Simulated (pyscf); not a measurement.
Four-centre exchange: HO–SiH₂–OH + hydrogen chloride (HCl) → HO–SiH(OH)–Cl + hydrogen (H₂)

Gas phase, singlet surface, charge 0. Bonds broken: Si2–H5, Cl8–H9. Bonds formed: Si2–Cl8, H5–H9. Structures and frequencies: ωB97X-D3(BJ)/def2-SVP in PySCF.

Transition state (Å):

```xyz
9

O      0.7128    -0.1291    -1.0212
Si     0.0294     0.0467     0.4740
O     -1.2520    -0.9764     0.4525
H      0.1377    -0.4492    -1.7262
H     -0.4119     1.6591     0.0242
H      1.1727     0.0965     1.3826
H     -1.8299    -0.8464     1.2198
Cl    -1.2343     1.1282     2.4490
H     -0.7692     1.6609     0.8385
```

One imaginary mode, 716i cm⁻¹; descent along it reached the two sides named.

| bond | change | reactant side (Å) | saddle | product side |
|---|---|---|---|---|
| Si2–H5 | breaks | 1.502 | 1.731 | 4.0 |
| Cl8–H9 | breaks | 1.286 | 1.759 | 3.0 |
| Si2–Cl8 | forms | 3.6 | 2.582 | 2.074 |
| H5–H9 | forms | 2.308 | 0.889 | 0.761 |

Electronic energies relative to the separated reactants (kcal/mol):

| level | barrier | reaction energy | reverse barrier |
|---|---|---|---|
| ωB97X-D3(BJ)/def2-TZVP | 25.1 | -24.8 | 49.9 |
| PBE/def2-TZVP | 19.7 | -22.4 | 42.1 |
| r²SCAN/def2-TZVP | 20.7 | -24.7 | 45.4 |
| B3LYP-D3(BJ)/def2-TZVP | 24.6 | -22.9 | 47.5 |
| PBE0-D3(BJ)/def2-TZVP | 21.7 | -23.1 | 44.8 |
| M06-2X/def2-TZVP | 24.9 | -25.1 | 50.0 |
| ωB97M-D3(BJ)/def2-TZVP | 25.7 | -22.9 | 48.6 |
| HF/def2-TZVP | 43.5 | -19.8 | 63.3 |

With ωB97M-D3(BJ)/def2-TZVP energies and thermal terms (ideal gas, 1 atm, RRHO with modes under 100 cm⁻¹ raised to 100, one conformer, R ln 2 for chiral ones without a mode under 150 cm⁻¹), in kcal/mol:

```csv
T (K),ΔH‡,ΔG‡,ΔH,ΔG
298,25.8,36.1,-24.4,-23.4
600,25.6,46.6,-23.5,-22.8
900,25.8,57.0,-22.9,-22.7
1200,26.2,67.3,-22.6,-22.6
```

One saddle was located; it need not be the lowest between these sides.
